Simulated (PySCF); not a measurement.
## Computed and published core binding energies of `FC(F)(F)Cl`

What was measured (core binding energies): C 1s of C2 300.25 eV [1]. Sources and the comparison follow the method.

CClF₃.
SMILES with atom numbers: `[F:1][C:2]([F:3])([F:4])[Cl:5]`

Method: delta-SCF UKS SCAN, pcX-3 on the ionised atom, pcseg-2 elsewhere, spin-free X2C (PySCF 2.14.0). Each binding energy is the total energy of the core-ionised species, with the hole localised on one atom, minus that of the ground state; both are solved self-consistently, so orbital relaxation is included.

```
atom  environment  level  this calculation (eV)  reference (eV)  difference (eV)  source
  C2   CF3 carbon   C 1s                 300.19          300.25            -0.06     [1]
```

[1] measured, gas; Thomas, Saethre, Boerve, Bozek, Huttula, Kukk, J. Phys. Chem. A 2004, 108, 4983 (carbon 1s photoelectron spectroscopy of halomethanes) Note: vertical.

Q: How well does this level of theory reproduce the measurements here?

A: The one measured value differs by -0.06 eV, too little evidence for a typical error. The calculation is vertical and has no vibrational structure, and measured positions depend on the energy calibration.

Q: What does the calculation give for the levels without a reference value here?

A: F1/F3/F4 F 1s 694.90 eV; Cl5 Cl 1s 2830.25 eV; Cl5 Cl 2p3/2 207.59 eV.

Atoms equivalent by their bonding share one computed value, that of the first of them. The 2p values add to the ΔSCF energy of one spin-free hole a correction within the shell (spin–orbit coupling, ligand field). 2p1/2 minus 2p3/2 (ligand field included): Cl 1.66 eV. Isolated species at its PBE0-D3(BJ)/def2-TZVP geometry, gas phase.
